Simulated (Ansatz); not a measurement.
Geometry optimisation, Ansatz, RKS BLYP/6-31G*.

The input (input.yaml):

```yaml
crystal:
  periodic: [false, false, false]
  atoms:
    - { symbol: Al, position_ang: [0.0, 0.0, 0.0] }
    - { symbol: H, position_ang: [0.0, 0.0, 1.91] }
    - { symbol: H, position_ang: [1.351, 0.0, -0.78] }
    - { symbol: H, position_ang: [-1.351, 0.0, -0.78] }
    - { symbol: "N", position_ang: [0.0928, -2.1047, 0.7] }
    - { symbol: H, position_ang: [-0.4256, -2.8627, 0.1705] }
    - { symbol: Si, position_ang: [1.0589, -2.5287, 2.183] }
    - { symbol: H, position_ang: [1.2431, -3.9756, 2.2474] }
    - { symbol: H, position_ang: [2.3629, -1.8752, 2.1185] }
    - { symbol: H, position_ang: [0.3468, -2.076, 3.3745] }
    - { symbol: H, position_ang: [0.0453, -1.027, 1.8385] }
basis:
  gaussian: { orbitals: "6-31G*" }
hamiltonian:
  xc: blyp
relax:
  f_tol: 0.15
  max_steps: 25
  restrain:
    - { distance: [0, 4], at: 3.12, k: 30.0 }
    - { distance: [10, 1], at: 1.86, k: 30.0 }
    - { distance: [0, 1], at: 1.56, k: 30.0 }
    - { distance: [10, 4], at: 1.06, k: 30.0 }
```

Run as:

```bash
$ ansatz run input.yaml --threads 1 --pin off --max-ram 2048MiB --backend cpu --events-out ev --progress --plain --runs-dir out
```

Problem. Where does it end, and by what steps?

Solution. The forces met the threshold. The restraints hold the end off the free minimum; the threshold counts their pulls, which the force column leaves out. Restrained pairs: Al1–N5 (2.22 → 3.11 Å), H2–H11 (1.03 → 1.87 Å), Al1–H2 (1.91 → 1.58 Å), N5–H11 (1.57 → 1.05 Å). After 13 steps the energy has fallen by 2.522 eV (the restraints' own energy left out); H10 moved furthest, 1.18 Å.

```
step  energy less start (eV)  largest force component (eV/Å)  accepted
   0                  0.0000                           3.251       yes
   1                  0.3672                           2.804       yes
   2                  0.0246                           3.682       yes
   3                 -0.6946                           2.489       yes
   4                 -1.5169                           2.338       yes
   5                 -1.9952                           2.469       yes
   6                 -2.2152                           1.581       yes
   7                 -2.3639                           1.049       yes
   8                 -2.4361                           0.816       yes
   9                 -2.4787                           0.685       yes
  10                 -2.5050                           0.809       yes
  11                 -2.5219                           0.810        no
  12                 -2.5127                           0.789       yes
  13                 -2.5219                           0.764       yes
```

```xyz
11
Properties=species:S:1:pos:R:3
Al 0.006 0.394 -0.374
H -0.607 0.519 1.074
H 1.540 0.761 -0.625
H -0.972 0.040 -1.589
N -0.080 -2.159 1.395
H -0.850 -2.799 1.174
Si 1.242 -2.835 2.363
H 1.515 -4.207 1.819
H 2.443 -1.956 2.202
H 0.962 -2.966 3.841
H -0.475 -1.242 1.703
```

Time of the run: 40 s on 1 thread of Arm Neoverse V2 (shared host), peak memory 0.12 GiB.
